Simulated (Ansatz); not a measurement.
Write a Python script for Ansatz 0.2.0, Python API that makes a single point in a Gaussian basis of AlFH₂S, SMILES [F][AlH][SH]. Use: wB97X-V, def2-SVP basis, multiplicity 1.

```yaml
atoms:
  - { symbol: F, position_ang: [-1.2495, -1.2076, 1.2660] }
  - { symbol: Al, position_ang: [-0.5395, -0.3441, -0.1564] }
  - { symbol: S, position_ang: [1.6647, 0.0516, -0.1818] }
  - { symbol: H, position_ang: [-1.3594, 0.1283, -1.3978] }
  - { symbol: H, position_ang: [1.5336, 1.2982, 0.4285] }
```

`energy_alfh2s.py`:
```python
'''Electronic structure of the AlFH2S molecule.'''

import logging
import sys

import ansatz
from ase import Atoms

logging.basicConfig(stream=sys.stdout, format='%(name)s: %(message)s')
logger = logging.getLogger('run')
logger.setLevel(logging.INFO)


def main() -> None:
    atoms = Atoms(['F', 'Al', 'S', 'H', 'H'], positions=[
        (-1.2495, -1.2076, 1.266),
        (-0.5395, -0.3441, -0.1564),
        (1.6647, 0.0516, -0.1818),
        (-1.3594, 0.1283, -1.3978),
        (1.5336, 1.2982, 0.4285),
    ])
    geometry = ansatz.Crystal.molecule_from_ase(atoms)

    calculation = geometry.calculation()
    calculation = calculation.basis(gaussian='def2-SVP')
    calculation = calculation.functional(ansatz.LibraryFunctional('wB97X-V'))
    print(calculation.to_yaml())
    try:
        report = calculation.run().report
    except ansatz.AnsatzError as error:
        sys.exit(f'{type(error).__name__}: {error}')

    for key in ('converged', 'free_energy_ev', 'reference_energy_ev', 'n_frozen', 'n_occupied', 'n_virtual'):
        logger.info(f'{key:22s} {report[key]}')


if __name__ == '__main__':
    main()
```

`python energy_alfh2s.py` gives:
```text
crystal:
  periodic: [false, false, false]
  atoms:
    - { symbol: F, position_ang: [-1.2495, -1.2076, 1.266] }
    - { symbol: Al, position_ang: [-0.5395, -0.3441, -0.1564] }
    - { symbol: S, position_ang: [1.6647, 0.0516, -0.1818] }
    - { symbol: H, position_ang: [-1.3594, 0.1283, -1.3978] }
    - { symbol: H, position_ang: [1.5336, 1.2982, 0.4285] }
basis:
  gaussian:
    orbitals: def2-SVP
hamiltonian:
  xc:
    name: wB97X-V

run: converged              True
run: free_energy_ev         -20172.83089211514
run: reference_energy_ev    -20172.83089211514
run: n_frozen               0
run: n_occupied             [20, 20]
run: n_virtual              [40, 40]
```

Reading the output:
- Total energies depend on the basis set; only differences at equal settings carry meaning.
- The geometry is a force-field or estimated start, not a minimum of this method, and the basis set is short of its limit.
- It ran for 5.2 s on 1 thread of Arm Neoverse V2 (shared host), peak memory 0.22 GiB.

(Lines on the test bed's own set-up are left out of the output.)
